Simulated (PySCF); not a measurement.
FH2O(-): water and fluoride

The system is a cluster of water and fluoride, charge -1, singlet.

```json
{"part": "1", "name": "water", "SMILES": "O", "atoms": "1–3", "charge": "0", "multiplicity": "1"}
{"part": "2", "name": "fluoride", "SMILES": "[F-]", "atoms": "4", "charge": "-1", "multiplicity": "1"}
```

Z-matrix (Å and degrees, atoms numbered from 1):
```
O 
H   1 1.0636
H   1 0.9589  2 102.22
F   2 1.3681  3 139.86  1 -179.99
```

In these coordinates H2···F4 is 1.368 Å. Part 2 is then moved rigidly along that line, all else held; at short range other atoms may come into contact.

The starting structure comes from a short search with a few starts; no frequency run checks that it is a minimum, and another way of binding may lie lower.

Computed with PySCF: CCSD(T)/aug-cc-pVDZ and MP2/aug-cc-pVTZ counterpoise interaction energy, frozen core, gas phase. The geometry comes from PBE0-D3(BJ)/def2-SVPD.

Counterpoise energies in kJ/mol, cluster less the parts frozen as they stand in it; small is aug-cc-pVDZ, large aug-cc-pVTZ. Estimated limit: HF in aug-cc-pVTZ, MP2 correlation extrapolated as X⁻³ from aug-cc-pVDZ and aug-cc-pVTZ, and CCSD(T) less MP2 in aug-cc-pVDZ; it isn't the exact limit.

Results

| H2···F4 (Å) | HF large | MP2 large | SCS-MP2 large | CCSD(T) small | CCSD(T) limit est. |
| --- | --- | --- | --- | --- | --- |
| 1.231 | -121.2 | -122.8 | -116.5 | -111.0 | -124.4 |
| 1.300 | -126.7 | -129.3 | -123.5 | -119.5 | -130.7 |
| 1.368 | -128.4 | -131.7 | -126.3 | -123.5 | -132.9 |
| 1.505 | -125.0 | -128.7 | -124.2 | -123.2 | -129.7 |
| 1.710 | -111.9 | -115.3 | -111.9 | -112.0 | -116.0 |
| 2.052 | -87.1 | -89.1 | -87.1 | -87.4 | -89.5 |
| 2.736 | -51.9 | -52.0 | -51.2 | -51.0 | -51.7 |

The 7 runs took 60 s in all, one thread each of Arm Neoverse V2 on a shared host, launched as `OMP_NUM_THREADS=1 python cluster_run.py task.json out`.
